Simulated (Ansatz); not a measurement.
We consider fluorite CeO2, described by PBE (plane waves, PAW; Ansatz, a program for electronic structure).

Numerical settings: plane-wave cutoff 520 eV, 12×12×12 k mesh, Fermi–Dirac smearing 0.01 eV, no spin polarisation, scalar-relativistic PAW data made under PBE.

Pressure at four volumes; x = ln(V/13.595 Å³). One pressure is withheld.

```csv
V (Å³/atom),x,P (GPa)
12.779,-0.0619,?
13.051,-0.0408,7.77
13.595,0.0000,0.00
14.410,0.0582,-8.89
```

Problem. Pass a parabola P(x) through the three rows shown, estimate the bulk modulus and its pressure derivative near zero pressure, and predict the withheld pressure.

Solution. Slopes between the rows: (0.00 − (7.77))/(0.0000 − (-0.0408)) = -190.44 and (-8.89 − (0.00))/(0.0582 − (0.0000)) = -152.75 GPa. Their difference over the span 0.0990 is c = 37.69/0.0990 = 380.7 GPa, so P(x) = 7.77 + (-190.44)(x − (-0.0408)) + 380.7 (x − (-0.0408))(x − (0.0000)). At the middle row B = −dP/dx = −[-190.44 + 380.7 × 0.0408] = 174.9 GPa, and B′ = dB/dP = 2c/B = 4.4. At x = -0.0619 the parabola gives 12.29 GPa; the run gives 12.34 GPa. The Birch–Murnaghan fit to the energies at all volumes has B0 = 174 GPa and B′ = 4.5.

Measured, for comparison: bulk modulus 220 ± 9 GPa (room temperature, not corrected to a static lattice, our sources range from 220 to 230; as tabulated in High Pressure Brillouin Spectroscopy and X-ray Diffraction of Cerium Dioxide …). Computed (rounded) less measured: bulk modulus -21 % (-21 % to -24 % over the range).

Spin–orbit coupling is not included.
